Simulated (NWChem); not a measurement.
System: oxygen (O$_{2}$, triplet); SMILES O=O

```xyz
2

O      0.0000     0.0000     0.5941
O      0.0000     0.0000    -0.5941
```
Atoms are numbered in this order, from 1.

Program: NWChem. Spin-unrestricted. The geometry was optimised at PBE0/def2-SVP, spin-unrestricted. No stability test was run on the SCF state.

### Question
Among these, which level gives the highest value of “highest occupied level (eV)”?
(A) PBE/def2-SVP
(B) PBE/STO-3G
(C) PBE/def2-QZVP
(D) PBE/def2-TZVPD

### Answer
B, PBE/STO-3G. Values: PBE/def2-TZVPD -6.65; PBE/def2-QZVP -6.60; PBE/def2-SVP -6.30; PBE/STO-3G -2.21
